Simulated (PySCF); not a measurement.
Protonation sites of 2-methyl-1-propanol

Molecule: 2-methyl-1-propanol, `CC(C)CO` (C4H10O). Non-hydrogen atoms are numbered in `[CH3:1][CH:2]([CH3:3])[CH2:4][OH:5]`.

Computed at ωB97X-D3(BJ)/def2-TZVP // PBE0-D3(BJ)/def2-SVP with PySCF (density fitting, grid level 2). Thermal corrections: PBE0-D3(BJ)/def2-SVP frequencies, unscaled, ideal gas at 298.15 K and 1 bar, quasi-RRHO entropy.

```csv
site,product,PA / kJ/mol,GB / kJ/mol
O5 (hydroxyl oxygen),CC(C)C[OH2+],800,771
```

PA is −ΔH and GB is −ΔG of B + H⁺ → BH⁺ in the gas phase. Sites whose products fell apart, merged with another or lost in a GFN2-xTB screen aren't listed.

Measured values (NIST Chemistry WebBook, evaluated or the median of agreeing entries): proton affinity (−ΔH) 794 kJ/mol (computed 800, difference 6); gas-phase basicity (−ΔG) 762 kJ/mol (computed 771, difference 8).

Differences come from unrounded values, so a last digit can differ from that of the printed terms.
